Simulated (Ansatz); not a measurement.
The input, for Ansatz 0.2.0:

```yaml
crystal:
  periodic: [false, false, false]
  atoms:
    - {symbol: Pd, position_ang: [-0.008441, 0.000000, 0.495778]}
    - {symbol: Si, position_ang: [-0.002884, 0.000000, -1.681844]}
    - {symbol: H, position_ang: [-0.151027, -1.237209, -2.475232]}
    - {symbol: H, position_ang: [-0.151027, 1.237209, -2.475232]}
    - {symbol: H, position_ang: [1.273663, 0.000000, -0.531265]}
basis:
  gaussian: {orbitals: def2-SVP}
total_charge: 1
magnetization: {spin_polarized: true, initial_magnetization: 0}
hamiltonian: {xc: {name: PBE}}
correlation: {method: rpa, electrons: outside_noble_gas}
```

```sh
$ ansatz run in.yaml --threads 1 --pin off --events-out ev --progress --plain --max-ram 2393MiB
```

Q: Roughly how long does this take on 1 thread of Intel Xeon Platinum 8488C, shared host, and how much host memory?

A: 11 s wall and 0.21 GiB.

```
652 factors; integrals over basis functions are off by at most 1.3e-3 eV
mean field evaluation 1: about -11377.4153 eV, gradient 5.1e1 eV
mean field evaluation 2: about -11377.4117 eV, gradient 5.1e1 eV
mean field evaluation 4: about -11389.6862 eV, gradient 1.7e1 eV
mean field evaluation 8: about -11391.7156 eV, gradient 6.2e-1 eV
mean field evaluation 16: about -11391.7168 eV, gradient 1.7e-4 eV
mean field evaluation 32: about -11389.2477 eV, gradient 1.9e-6 eV
mean field evaluation 64: about -11391.7150 eV, gradient 2.0e-1 eV
mean field evaluation 96: about -11324.4861 eV, gradient 5.3e1 eV
mean field -11391.71676496 eV, -418.6378695293 hartree, gradient 1.8e-6 eV, S^2 0.000000; 6 other end points of the search recorded, 0 dependent functions left out
9 core orbitals not correlated: weight in the atoms' cores, before any rotation towards them, 1.000 or more for the frozen orbitals, at most 0.000 for the correlated occupied ones
reference -11354.55211963 eV, -417.2720940047 hartree; 8, 8 occupied and 47, 47 virtual orbitals, 652 factors
Total energy: -11369.51969315 eV, -417.8221421861 hartree
```
